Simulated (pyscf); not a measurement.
Single points on ωB97X-D3(BJ)/def2-SVP structures (PySCF, gas phase).

Q: What is the homolytic dissociation enthalpy (298 K, ωB97M-D3(BJ)/def2-TZVP) of the H–Si bond of H₃Si–AsH–SiH₃, to •H₂Si–AsH–SiH₃ + H•?

A: H–Si to •H₂Si–AsH–SiH₃ + H•: 3.90 eV. The 7 functionals that were run give +3.62 (PBE) to +3.90 eV (ωB97M-D3(BJ)). •H₂Si–AsH–SiH₃ lies 0.42 eV over its isomer H₃Si–SiH₂–AsH•, and others may lie lower still (electronic energy, ωB97M-D3(BJ)). Elements up to Kr have no core potential and no relativistic terms here.
